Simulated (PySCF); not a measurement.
**Where the electron goes**

Compound: C4H9NO.
Atom-mapped SMILES: `[H]/[N:6]=[CH:5]\[CH2:4][CH2:3][O:2][CH3:1]` (hydrogens: H7, H8, H9 on C1; H10, H11 on C3; H12, H13 on C4; H14 on C5; H15 on N6)

Structure used (GFN2-xTB), in Å, numbered top down from 1:
```xyz
15
C4H9NO angstrom
C      2.397    0.426    0.011
O      1.106    0.127   -0.449
C      0.315   -0.528    0.514
C     -1.093   -0.716   -0.051
C     -1.778    0.608   -0.233
N     -2.903    0.964    0.182
H      2.940   -0.484    0.294
H      2.914    0.918   -0.810
H      2.365    1.099    0.878
H      0.755   -1.509    0.761
H      0.273    0.067    1.441
H     -1.671   -1.362    0.614
H     -1.005   -1.195   -1.029
H     -1.206    1.341   -0.794
H     -3.413    0.252    0.707
```

Method used: TDDFT PBE0/def2-SVPD, vertical, gas phase, core orbitals frozen in the response in PySCF.

Frontier orbitals with the atoms that hold most of them (Löwdin shares over 4%, at most four atoms; ? is withheld):

| orbital | ε (eV) | atoms |
| --- | --- | --- |
| LUMO+2 | 1.06 | H12 15%, C1 15%, C4 12%, H15 10% |
| LUMO+1 | 0.78 | C1 18%, C3 14%, C5 9%, H10 8% |
| LUMO | -0.05 | ? |
| HOMO | ? | ? |
| HOMO-1 | -7.83 | O2 55%, C1 10%, C3 8%, N6 7% |
| HOMO-2 | -8.90 | N6 41%, C5 25%, C4 10%, C3 7% |
| HOMO-3 | -9.57 | O2 47%, C1 14%, C3 9%, N6 6% |

**Question.** Give the leading atoms of the LUMO.

**Answer.** N6 (bonded to C and H) 33%; C5 (bonded to C, N and H) 33%; C4 (bonded to 2 C and 2 H) 7%; C3 (bonded to C, O and 2 H) 6%. By element: carbon 46% or more, nitrogen 33%.

**Question.** Give the leading atoms of the HOMO.

**Answer.** N6 (bonded to C and H) 52%; C5 (bonded to C, N and H) 14%; C4 (bonded to 2 C and 2 H) 8%; H15 (bonded to N) 8%. By element: nitrogen 52%, carbon 22% or more, hydrogen 8% or more.

**Question.** What is the HOMO energy, and the HOMO–LUMO gap?

**Answer.** ε(HOMO) = -7.18 eV; the gap is 7.13 eV (0.2622 hartree).

**Question.** The HOMO–LUMO gap is 7.13 eV. Where does the response calculation put the lowest singlet, and from which orbitals?

**Answer.** S1 is at 5.17 eV (f = 0.0017), 1.96 eV below the gap, made of HOMO→LUMO (92%). 

**Question.** One configuration dominates each of S1 and S2. Which, and how do the shares of the two leading atoms of either orbital change from the occupied to the empty one?

**Answer.** 
- S1 (5.17 eV, f 0.0017), HOMO→LUMO (92%): N6 52% → 33%, C5 14% → 33%
- S2 (6.60 eV, f 0.0074), HOMO-1→LUMO (90%): O2 55% → at most 6%, C1 10% → at most 6%, N6 7% → 33%, C5 at most 8% → 33%

Löwdin shares depend on the basis, the more so with diffuse functions.

One conformer stands for the species.
